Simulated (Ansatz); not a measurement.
# BNH3Cl (SMILES NBCl): HF/STO-3G

Aim: the vertical singlet–triplet gap of BNH3Cl at HF/STO-3G, from 2 runs. 

Program for the calculation: Ansatz 0.2.0.

61 further runs of the same task are left out: 61 set aside as unsound or not needed.

## Step 1: The molecule

BNH3Cl has 6 atoms, charge 0, and is taken as a singlet. SMILES: `NBCl`. The coordinates come from a PBE0-D4/def2-TZVP relaxation.

Bond lengths: N1–B2 1.383 Å, B2–Cl3 1.768 Å, N1–H4 1.005 Å, N1–H5 1.006 Å, B2–H6 1.191 Å. Angles: N1–B2–Cl3 119.7°, N1–B2–H6 121.5°, Cl3–B2–H6 118.8°, B2–N1–H4 122.2°, B2–N1–H5 123.2°, H4–N1–H5 114.7°.

## Step 2: The energy at HF/STO-3G

Contents of run.yaml:

```yaml
crystal:
  periodic: [false, false, false]
  atoms:
    - {symbol: N, position_ang: [-0.395600, -0.007800, -0.658000]}
    - {symbol: B, position_ang: [0.369600, -0.158900, 0.483700]}
    - {symbol: Cl, position_ang: [0.529900, 1.189300, 1.616000]}
    - {symbol: H, position_ang: [-0.511800, -0.749300, -1.326600]}
    - {symbol: H, position_ang: [-0.878600, 0.844500, -0.888200]}
    - {symbol: H, position_ang: [0.928800, -1.181900, 0.727100]}
basis:
  gaussian:
    orbitals: STO-3G
total_charge: 0
hamiltonian:
  xc: hf
accuracy: high
output: {orbitals: {seedname: orbitals}}
```

Launch:

```console
ansatz run run.yaml --threads 1 --pin off --max-ram 3480MiB --events-out events.jsonl --progress --plain --runs-dir runs
```

Log:

```text
Warning: RAYON_NUM_THREADS=1 ignored (pool sized by the plan → 1); use --threads N
Functional definition: HF
  name "HF"
  exchange = exact_x
  correlation = 0
398 factors; integrals over basis functions are off by at most 1.1e-8 eV
mean field evaluation 1: about -14543.8924 eV, gradient 1.7e1 eV
mean field evaluation 2: about -14543.9575 eV, gradient 1.7e1 eV
mean field evaluation 4: about -14545.1387 eV, gradient 1.3e0 eV
mean field evaluation 8: about -14545.1445 eV, gradient 3.1e-6 eV
mean field -14545.14454069 eV, -534.5242028175 hartree, gradient 2.3e-8 eV, S^2 0.000000; 0 other end points of the search recorded, 0 dependent functions left out
reference -14545.14454069 eV, -534.5242028175 hartree; 16, 16 occupied and 6, 6 virtual orbitals, 398 factors
Total energy: -14545.14454069 eV, -534.5242028175 hartree
```

It took 0.14 s on 1 thread of Arm Neoverse V1, shared host.

## Step 3: The triplet, same level

Contents of input.yaml:

```yaml
crystal:
  periodic: [false, false, false]
  atoms:
    - {symbol: N, position_ang: [-0.395600, -0.007800, -0.658000]}
    - {symbol: B, position_ang: [0.369600, -0.158900, 0.483700]}
    - {symbol: Cl, position_ang: [0.529900, 1.189300, 1.616000]}
    - {symbol: H, position_ang: [-0.511800, -0.749300, -1.326600]}
    - {symbol: H, position_ang: [-0.878600, 0.844500, -0.888200]}
    - {symbol: H, position_ang: [0.928800, -1.181900, 0.727100]}
basis:
  gaussian:
    orbitals: STO-3G
total_charge: 0
magnetization:
  spin_polarized: true
  initial_magnetization: 2
hamiltonian:
  xc: hf
accuracy: high
output: {orbitals: {seedname: orbitals}}
```

Launch:

```console
ansatz run input.yaml --threads 1 --pin off --max-ram 3480MiB --events-out events.jsonl --progress --plain --runs-dir runs
```

Log:

```text
Warning: RAYON_NUM_THREADS=1 ignored (pool sized by the plan → 1); use --threads N
[... 4 set-up lines as earlier in the session ...]
398 factors; integrals over basis functions are off by at most 1.1e-8 eV
mean field evaluation 1: about -14537.1480 eV, gradient 1.3e1 eV
mean field evaluation 2: about -14537.2466 eV, gradient 1.3e1 eV
mean field evaluation 4: about -14538.5311 eV, gradient 1.1e0 eV
mean field evaluation 8: about -14538.5550 eV, gradient 1.5e-2 eV
mean field -14538.55503746 eV, -534.2820430402 hartree, gradient 9.0e-8 eV, S^2 2.020404; 0 other end points of the search recorded, 0 dependent functions left out
reference -14538.55503746 eV, -534.2820430402 hartree; 17, 15 occupied and 5, 7 virtual orbitals, 398 factors
Total energy: -14538.55503746 eV, -534.2820430402 hartree
```

Run time: 0.18 s. Hardware: 1 thread of Arm Neoverse V1, shared host.

## Step 4: Summary of results

Level: HF/STO-3G.

```
                                        quantity          value
                           singlet: total energy  -534.52420 Eh
                            singlet: HOMO energy      -10.00 eV
                            singlet: LUMO energy        8.15 eV
                          singlet: HOMO–LUMO gap       18.15 eV
                           triplet: total energy  -534.28204 Eh
     triplet: HOMO energy (highest over α and β)       -3.09 eV
      triplet: LUMO energy (lowest over α and β)        2.18 eV
                                   triplet: ⟨S²⟩          2.020
vertical energy of the triplet above the singlet       6.590 eV
```

**Reading.** At this shape the triplet lies 6.59 eV (636 kJ/mol) above the singlet. In a minimal basis such a difference can be off by several eV, whatever the method.
